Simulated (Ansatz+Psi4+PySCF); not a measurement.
# singlet HClO: levels of theory in one basis

```xyz
3

O     0.0367    1.1135    0.0000
H    -0.9175    1.3289    0.0000
Cl    0.0367   -0.6022    0.0000
```

Basis set: cc-pVTZ on H, O; cc-pV(T+d)Z on Cl (spherical functions). Left uncorrelated: 6 orbitals. Charge 0, multiplicity 1.

Computed with Ansatz (development build ahead of 0.2.0) and Psi4 1.11; each method stands on the lowest determinant of its kind that the runs found.

```
     method  E − E(RHF) (eV)  <S²> of the determinant
        RHF             0.00                     0.00
    RHF-MP2           -11.98                        –
RHF-CCSD(T)           -13.02                        –
```

(1) What does RHF-CCSD give on the same scale?

## Answers

(1) -12.51 eV.
